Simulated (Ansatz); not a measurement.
Crystal: Tm$_{2}$O, antifluorite type, 3 atoms in the cell.

Theory: Ansatz 0.2.0 development build, PBE, plane waves, PAW datasets (generated hard set).

Cutoff 700 eV; k-mesh 11×11×11 Γ-centred; Fermi–Dirac smearing of 0.0612 eV; no spin polarisation; no spin–orbit coupling.

(1) What equilibrium volume, lattice constant and bulk modulus does this give?

Results:

(1) V₀ = 18.371 Å³/atom (a₀ = 6.041 Å), B₀ = 49.4 GPa, B₀′ = 4.77. The points behind the fit:

```
V (Å³/atom)   a (Å)  E − E(min) (meV/atom)  P (GPa)
     17.279  5.9187                  11.28     3.51
     17.646  5.9604                   4.77     2.19
     18.014  6.0015                   1.11     1.02
     18.381  6.0421                   0.00    -0.03
     18.749  6.0821                   1.15    -0.96
     19.117  6.1216                   4.31    -1.79
     19.484  6.1606                   9.29    -2.53
```

The published all-electron PBE values for this crystal (mean of FLEUR and WIEN2k, k-spacing 0.06 Å⁻¹; Bosoni et al., Nat. Rev. Phys. 6, 45 (2024)) are V₀ = 18.385 Å³/atom, B₀ = 49.3 GPa, B₀′ = 4.71. This run's mesh is coarser (spacing 0.16 Å⁻¹), so part of any difference comes from k-sampling.

The stress includes the program's correction for the finite plane-wave basis.

This cubic structure is a model: it isn't the usual form of the substance at ambient conditions, and such phases are metastable or hypothetical. The k-mesh is modest, so these values aren't fully converged in k. The open f shell is treated without spin here, so this is a model state and not the ground state.
